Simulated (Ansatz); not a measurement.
Computed with Ansatz.

A structure relaxed at PBE0-D4/def2-TZVP, charge 0, multiplicity 1:

```xyz
11

O     0.769    1.230    1.842
C     0.378    0.605    0.905
C     0.981    0.245   -0.449
C    -0.324   -0.520   -0.777
C    -0.917   -0.142    0.602
H     1.889   -0.359   -0.374
H     1.201    1.115   -1.072
H    -0.876   -0.117   -1.626
H    -0.189   -1.590   -0.927
H    -1.798    0.504    0.588
H    -1.112   -0.971    1.287
```

**Question.** Give its formula and SMILES.

**Answer.** C4H6O, `O=C1CCC1`.

**Question.** Point group (tolerance 0.08 Å, 0.16 Å for H)?

**Answer.** C2v.

**Question.** Summarise the bond lengths by kind.

**Answer.** 1 × C–O 1.193 Å; 4 × C–C 1.525 to 1.548 Å; 6 × C–H 1.089 to 1.092 Å.
